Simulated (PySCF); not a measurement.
## Cost of excited-state runs on SMILES C/C(F)=C/[O-], [C₃H₄FO]-, charge -1

Geometry:
```tsv
atom	x (Å)	y (Å)	z (Å)
C1	-1.150	0.026	0.008
C2	0.293	0.403	0.122
F3	0.434	1.746	0.546
C4	1.373	-0.378	-0.125
O5	2.608	-0.154	-0.055
H6	-1.681	0.655	-0.720
H7	-1.676	0.128	0.967
H8	-1.225	-1.010	-0.316
H9	1.037	-1.411	-0.452
```

Total charge -1.

PySCF with density fitting, on 1 thread of an Arm Neoverse V2, shared host. Command: `OMP_NUM_THREADS=1 python excited_run.py task.json out`

(1) How long does each of these runs take, and how much memory?
- magnetisability and related constants, BLYP/def2-TZVP; IEF-PCM tetrahydrofuran; guess atom
- magnetisability and related constants, KT1/ANO-RCC-VDZP; usual settings
- magnetisability and related constants, PBE0/aug-pcSseg-1; isotopologues

Results:

(1) 
| run | level | basis functions | wall time | peak memory (GiB) |
| --- | --- | --- | --- | --- |
| magnetisability and related constants | BLYP/def2-TZVP | 179 | 11 s | 0.61 |
| magnetisability and related constants | KT1/ANO-RCC-VDZP | 90 | 21 s | 0.45 |
| magnetisability and related constants | PBE0/aug-pcSseg-1 | 166 | 11 s | 0.72 |

Times from a shared host are rough.
